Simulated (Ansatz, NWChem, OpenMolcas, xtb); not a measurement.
# How methods differ on CF3 (trifluoromethyl radical)

The species is CF3 (4 atoms), meant as a doublet with charge 0. As SMILES, `F[C](F)F`. The coordinates come from a PBE0-D4/def2-TZVP relaxation.

```xyz
4

F    -1.2275    0.0249    0.2654
C    -0.0395   -0.0595   -0.2867
F     0.6589   -1.0449    0.2273
F     0.6081    1.0795   -0.2059
```

Quantity: the dipole moment, in D. The values are calculated.

```tsv
level	kind	program	value (D)
GFN0-xTB	semi-empirical	xtb	0.64
GFN1-xTB	semi-empirical	xtb	0.63
GFN2-xTB	semi-empirical	xtb	0.72
ROHF/ANO-RCC-MB (DKH2)	Hartree–Fock	OpenMolcas	0.78
UHF/3-21G	Hartree–Fock	NWChem	0.77
UHF/def2-SVP	Hartree–Fock	NWChem	0.69
UHF/pcseg-1	Hartree–Fock	Ansatz	0.71
UHF/def2-SVPD	Hartree–Fock	NWChem	0.65
```

The values span 0.63 to 0.78 D. Magnitudes only. Sets without polarisation functions give poor dipoles. Without the sets that lack polarisation functions the rows with a basis span only 0.65 to 0.71 D.
